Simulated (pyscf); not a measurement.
HC≡C–NH₂ → H₂C=C=NH (hydrogen shift; singlet surface; H–N broken, C–H formed). Single points on ωB97X-D3(BJ)/def2-SVP structures (PySCF, gas phase). Correlated levels are frozen-core, on RHF or UHF. ΔMP2 is the change of the MP2 total energy from the triple- to the quadruple-zeta basis. Energies in kJ/mol from the reactant's lowest minimum found.

```tsv
level	barrier	reaction energy
PBE/def2-TZVP	285.9	-79.6
M06-2X/def2-TZVP	335.8	-60.7
ωB97M-D3(BJ)/def2-TZVP	337.6	-67.2
HF/def2-TZVP	412.0	-61.4
MP2/def2-QZVPP	320.9	-50.3
CCSD/def2-TZVPP	…	-59.8
CCSD(T)/def2-TZVPP + ΔMP2(QZVPP)	…	…
```

**Question.** Fill in the missing entries.

**Answer.** 
- CCSD/def2-TZVPP, barrier: 350.8
- CCSD(T)/def2-TZVPP + ΔMP2(QZVPP), barrier: 330.1
- CCSD(T)/def2-TZVPP + ΔMP2(QZVPP), reaction energy: -59.5

Of the functionals in the table, M06-2X is closest to CCSD(T)/def2-TZVPP + ΔMP2(QZVPP) in the barrier (5.7 kJ/mol apart) and PBE least close (44.2 kJ/mol); that level has limits of its own. At the saddle there is also a short C–H contact that neither side keeps, so another atom assists the step. HC≡C–NH₂ lies 175.8 kJ/mol over its isomer H₃C–C≡N, and others may lie lower still (electronic energy, ωB97M-D3(BJ)). H₂C=C=NH lies 108.6 kJ/mol over its isomer H₃C–C≡N, and others may lie lower still (electronic energy, ωB97M-D3(BJ)). One saddle was located; it need not be the lowest between these sides. The CCSD(T) − MP2 part came from Ansatz, without density fitting, on the same reference.
